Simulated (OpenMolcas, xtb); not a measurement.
## C2H6B (SMILES [BH]CC): the dipole moment, rung by rung

C2H6B has 9 atoms, charge 0, and is taken as a doublet. As SMILES, `[BH]CC`. The coordinates come from a PBE0-D4/def2-TZVP relaxation. This is one conformer, not always the lowest.

```xyz
9

B    -1.4153    0.5173   -0.6236
C     0.0775    0.3469   -0.3006
C     0.5047   -0.7315    0.6886
H    -1.9156    1.3072   -1.3703
H     0.5807    0.2110   -1.2732
H     0.4286    1.3412    0.0245
H     1.5883   -0.7462    0.8288
H     0.1973   -1.7210    0.3441
H     0.0422   -0.5710    1.6646
```

Quantity: the dipole moment, in D. The values are calculated.

```tsv
level	kind	program	value (D)	CPU time
GFN0-xTB	semi-empirical	xtb	0.54	under 2 s
UHF/def2-SVPD	Hartree–Fock	OpenMolcas	1.01	18 s
USVWN5/def2-SVPD	LDA	OpenMolcas	1.35	55 s
U-revPBE/def2-SVPD	GGA	OpenMolcas	1.24	96 s
UPBE/def2-SVPD	GGA	OpenMolcas	1.26	94 s
UM06-L/def2-SVPD	meta-GGA	OpenMolcas	1.15	2.1 min
UB3LYP/def2-SVPD	global hybrid	OpenMolcas	1.16	94 s
```

The values span 0.54 to 1.35 D. Magnitudes only. Times are those of the runs behind each value, whatever else they computed, on shared processors of several kinds: orders of magnitude only.
